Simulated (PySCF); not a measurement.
# Bonding in (CH3)2PPF2

Compound: (CH3)2PPF2, C2H6F2P2.
SMILES with atom numbers: `[CH3:1][P:2]([CH3:3])[P:4]([F:5])[F:6]` (hydrogens: H7, H8, H9 on C1; H10, H11, H12 on C3)

Structure used (GFN2-xTB), in Å, numbered top down from 1:
```
atom  x, y, z in Å
C1    -0.5540   -1.3373   -0.6928
P2    -0.1499   -0.3230    0.8076
C3     1.5521    0.2355    0.3230
P4    -1.1256    1.4997    0.0136
F5    -2.6445    1.1218    0.4423
F6    -0.8633    2.4494    1.3034
H7    -0.0028   -2.2740   -0.6378
H8    -0.2955   -0.8251   -1.6182
H9    -1.6175   -1.5688   -0.6931
H10    1.8664    1.0422    0.9827
H11    1.5948    0.5755   -0.7103
H12    2.2411   -0.5965    0.4535
```

Bond orders from the PBE0/pcSseg-1 density (PySCF). Geometry: GFN2-xTB, one conformer, isolated molecule.

**Question.** How far do the computed orders between heavy atoms stray from the drawn ones?

**Answer.** The largest departure is 0.122, at P4–F5 (drawn single, 0.878) and P4–F6 (drawn single, 0.878). Drawn single, order below 0.88: P4–F5 (0.878) and P4–F6 (0.878).

**Question.** Give the Mayer order of every bond, beside its length.

**Answer.** 
| bond | drawn as | length (Å) | Mayer order |
| --- | --- | --- | --- |
| C1–P2 | single | 1.856 | 0.955 |
| P2–C3 | single | 1.856 | 0.955 |
| P2–P4 | single | 2.215 | 0.940 |
| P4–F5 | single | 1.623 | 0.878 |
| P4–F6 | single | 1.623 | 0.878 |
| C1–H7 | single | 1.088 | 0.953 |
| C1–H8 | single | 1.089 | 0.943 |
| C1–H9 | single | 1.088 | 0.953 |
| C3–H10 | single | 1.088 | 0.953 |
| C3–H11 | single | 1.089 | 0.943 |
| C3–H12 | single | 1.088 | 0.953 |

**Question.** Sum the orders of all bonds at each heavy atom with more than one neighbour and set the sums beside the valence in the SMILES.

**Answer.** C1 3.804 (drawn 4), P2 2.850 (drawn 3), C3 3.804 (drawn 4), P4 2.696 (drawn 3). Orders between atoms that aren't bonded are not in these sums.

For a closed shell the Mayer order of atoms A and B is Σ (PS)μν (PS)νμ over the basis functions μ on A and ν on B, with P the density and S the overlap matrix.
